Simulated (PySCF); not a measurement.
# A diatomic session: LiS

Aim: find the lowest electronic state of LiS, scan its bond at several levels of theory, and get bond length, wavenumber and dissociation energy from each curve.

Program: PySCF 2.14.0. Level of theory: Li x2c-TZVPPall, S x2c-TZVPPall, spin-free X2C with a Gaussian nucleus. These are calculated values, not measurements.

### Step 1. Input

A driver script around PySCF takes these settings:

```
atoms                         : Li, S
charge                        : 0
basis                         : Li x2c-TZVPPall, S x2c-TZVPPall
Hamiltonian                   : spin-free X2C with a Gaussian nucleus
basis functions               : 61
electrons treated             : 19
masses in u                   : 7.0160, 31.9721
levels                        : PBE0, PBE, r²SCAN, B97-3, BHandHLYP, B2PLYP, BP86, HSE06, HF, MP2, SCS-MP2, CCSD, CCSD(T)
grid                          : 80 radial by 434 angular points
occupations                   : held fixed by the projection of orbital angular momentum
dissociation limit            : Li + S, each in its ground configuration
starting distance in angstrom : 2.270
values of 2S to try           : 1, 3
```

The run is started by

```sh
OMP_NUM_THREADS=1 python dia.py task.json out
```

After this run come: The PBE0 curve of the state that the search chose; Other states along the same grid; PBE (GGA); r²SCAN (meta-GGA); B97-3 (global hybrid GGA); BHandHLYP (global hybrid GGA); B2PLYP (double hybrid); BP86 (GGA); HSE06 (range-separated hybrid); UHF; MP2 and coupled cluster.

**Question.** What will these runs give? Wanted: for each run, Re; ωe; De; μ.

The runs gave:

Lowest PBE0 solution found, without spin–orbit coupling: ²Π (doublet), unpaired electrons π ↑. State 2 has its PBE0 minimum 0.64 eV higher. The other levels ran on the lowest alone.

```csv
level,Re (Å),ωe (cm⁻¹),De (eV),μ (D)
UHF,2.163,589,1.99,-7.35
UHF-MP2,2.158,586,2.95,n/a
UHF-SCS-MP2,2.160,584,2.95,n/a
UHF-CCSD,2.156,587,2.90,n/a
UHF-CCSD(T),2.157,584,2.96,n/a
PBE,2.153,576,3.15,-6.63
BP86,2.162,568,3.20,-6.75
r²SCAN,2.158,580,3.20,-6.99
PBE0,2.144,589,3.08,-6.88
B97-3,2.148,588,3.27,-6.97
HSE06,2.146,586,3.09,-6.88
BHandHLYP,2.137,598,3.05,-6.96
B2PLYP,2.148,587,3.09,-7.00
```

De is counted to Li + S in their ground configurations. A positive dipole means Li(−)S(+).

Differences from CCSD(T) in the same basis:

```csv
level,Re (mÅ),ωe (%)
UHF,+5,+0.8
UHF-MP2,+1,+0.2
UHF-SCS-MP2,+3,0.0
UHF-CCSD,-1,+0.4
PBE,-5,-1.5
BP86,+4,-2.8
r²SCAN,+1,-0.8
PBE0,-13,+0.8
B97-3,-9,+0.7
HSE06,-12,+0.3
BHandHLYP,-20,+2.3
B2PLYP,-10,+0.5
```

What this shows: Judged by CCSD(T) in the same basis: best bond length UHF-MP2 and UHF-CCSD and r²SCAN (1 mÅ off), worst BHandHLYP (-20 mÅ); best wavenumber UHF-SCS-MP2 (0.0 %), worst BP86 (-2.8 %). Of the levels with a De here, UHF gives the least (1.99 eV) and B97-3 the most (3.27 eV).

Correlated steps freeze 5 core orbitals. B2PLYP dipoles, levels and charges come from its SCF part alone.
